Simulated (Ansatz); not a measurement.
## Two structures, one formula

Two relaxed structures of CH₄BMg, doublet (PBE0-D4/def2-TZVP; forces vanish, vibrations not checked).

A:

```tsv
atom	x (Å)	y (Å)	z (Å)
B1	-1.8149	-1.5389	-1.1285
Mg2	-0.1639	-0.3621	-0.0831
C3	1.3275	0.6952	0.8587
H4	-2.9837	-1.2630	-1.0492
H5	-1.6101	-2.5030	-1.8192
H6	1.1812	1.5657	1.5042
H7	2.3976	0.4788	0.7964
```

B:

```json
{"atom": "B1", "x (Å)": "-0.1729", "y (Å)": "-0.1432", "z (Å)": "-0.1416"}
{"atom": "Mg2", "x (Å)": "-2.0561", "y (Å)": "-1.0718", "z (Å)": "-0.7453"}
{"atom": "C3", "x (Å)": "1.1081", "y (Å)": "0.5409", "z (Å)": "0.3451"}
{"atom": "H4", "x (Å)": "-3.5244", "y (Å)": "-1.7988", "z (Å)": "-1.2187"}
{"atom": "H5", "x (Å)": "1.5029", "y (Å)": "1.3251", "z (Å)": "-0.3102"}
{"atom": "H6", "x (Å)": "0.7797", "y (Å)": "1.0493", "z (Å)": "1.2694"}
{"atom": "H7", "x (Å)": "1.9205", "y (Å)": "-0.1326", "z (Å)": "0.6399"}
```

Ansatz 0.2.0; basis: def2-TZVPP; cores frozen in the correlated methods; orbitals are unrestricted. The outer core shell of Li, Na, Mg and K is correlated. The def2 sets are not built for correlating such inner shells, so the correlated values are less sure here. B3LYP uses VWN-RPA correlation.

Which structure is lower at CCSD(T), and by how much? (An estimate is asked for; the value comes from the calculation.)

The calculation gives: B, by 0.585 eV (electronic energy, against the other). By their contacts, A is CH₄BMg ([BH2][Mg][CH2]) and B is CH₄BMg ([CH3][B][MgH]).

All methods give the same order:

```csv
method,E(B) − E(A) (eV)
PBE-D4,-0.790
r2SCAN-D4,-0.693
PBE0-D4,-0.740
B3LYP-D4,-0.629
wB97M-V,-0.635
HF,-0.365
MP2,-0.626
CCSD,-0.551
CCSD(T),-0.585
```

T1 diagnostic: at most 0.011. ⟨S²⟩ of the unrestricted Hartree–Fock references: 0.76 (a pure state has 0.75).

Labels in which every atom is bracketed show which atoms are joined, not bond orders.

For scale, one of the runs: CCSD(T)/def2-TZVPP, 150 basis functions, launched by `ansatz run in.yaml --threads 2 --pin off --events-out ev --progress --plain --max-ram 4352MiB`. Hardware: 2 CPU threads of an Intel Xeon Platinum 8488C, shared host. Wall time 44 s; peak host memory 2.6 GiB.
